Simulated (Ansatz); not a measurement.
The same path of BClH2 + FH (6 atoms, charge 0, multiplicity 1) was run twice with different band settings. Lost on the way: B1–Cl2, H5–F6. Made: B1–F6, Cl2–H5.

These are results of UKS PBE0-D4/def2-SVP (Ansatz), not measurements.

Relaxed end points:

```xyz
6
Properties=species:S:1:pos:R:3
B 0.076 0.108 -0.620
Cl 0.946 -1.389 -0.111
H 0.755 1.089 -0.762
H -0.976 -0.057 -1.175
H -0.195 -0.254 1.521
F -0.606 0.502 1.148
```

```xyz
6
Properties=species:S:1:pos:R:3
B -0.308 0.673 -0.575
Cl 0.964 -1.655 0.552
H 0.744 1.173 -0.893
H -1.005 0.015 -1.312
H 0.393 -1.168 1.599
F -0.788 0.962 0.629
```

Common settings: movable images 5; climbing image yes; spring 5.0 eV/Å²; optimiser quadratic models (default); force threshold 0.03 eV/Å; iteration limit 60; end points relaxed.

| run | start path |
| --- | --- |
| 1 | through a guess of the saddle point |
| 2 | straight line |

(1) What does each run give, and how far can it be trusted?

## Answers

(1) Run 1: converged after 10 iterations, highest image 0.291 eV above the first end. A vibrational analysis at the climbing image gives one clearly imaginary mode, 852i cm⁻¹: a first-order saddle point.
Run 2: converged after 8 iterations, highest image 0.291 eV above the first end. Another band between the same ends (5 images) ends at a top of the same energy, where a vibrational analysis finds 1 clearly imaginary mode.
The orbitals stay closed-shell, which can raise the energy where a bond breaks towards radicals; this wasn't checked here.
